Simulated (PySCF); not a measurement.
Na2, SMILES [Na][Na].

Geometry optimised at PBE-D3(BJ)/def2-TZVPD.

Two levels are set side by side: PBE/def2-TZVPD (PySCF) and r2SCAN/def2-TZVPD (PySCF). Same geometry, gas phase. Differences are taken from unrounded values.

```json
[
 {"quantity": "orbital gap (eV)", "r2SCAN": "1.50"},
 {"quantity": "highest occupied level (eV)", "r2SCAN": "-3.11"},
 {"quantity": "lowest empty level (eV)", "r2SCAN": "-1.61"},
 {"quantity": "mean polarisability (bohr³)", "r2SCAN": "265.3"}
]
```

What does PBE give, and how far is it from r2SCAN? (The exact figures need the calculation; the answer reports its results.)


```csv
quantity,PBE,PBE minus r2SCAN
orbital gap (eV),1.33,-0.17
highest occupied level (eV),-3.14,-0.03
lowest empty level (eV),-1.80,-0.19
mean polarisability (bohr³),239.7,-25.6
```

Rough cost on one machine, each run with all the roots and properties that it gave: r2SCAN against PBE about 4 times.
